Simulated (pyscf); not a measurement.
Elementary routes open to H₂C=C=CH₂ (SMILES C=C=C) + CH₃• (SMILES [CH3]) in the gas phase (doublet surface):
A. •H₂C–C(=CH₂)–CH₃ (SMILES [CH2]C(=C)C) (none broken; C–C formed)
B. H₂C=C•–CH₂–CH₃ (SMILES C=[C]CC) (none broken; C–C formed)

Optimised with ωB97X-D3(BJ)/def2-SVP in PySCF.

Q: Rank the routes by free-energy barrier at 600 K, lowest first, for ωB97M-D3(BJ)/def2-TZVP energies (ideal gas, 1 atm, RRHO with modes under 100 cm⁻¹ raised to 100, one conformer, R ln 2 for chiral ones without a mode under 150 cm⁻¹).

A: B (1.08 eV), A (1.14 eV)

Route B is the fastest of these, ahead of the next by 0.07 eV. The most stable products are those of A (ΔG = -1.16 eV), whose barrier is 0.07 eV higher: the kinetic and the thermodynamic product differ. At 1200 K B is still the fastest. Only these routes are compared; each barrier is that of the saddle found, and lower ones may exist.
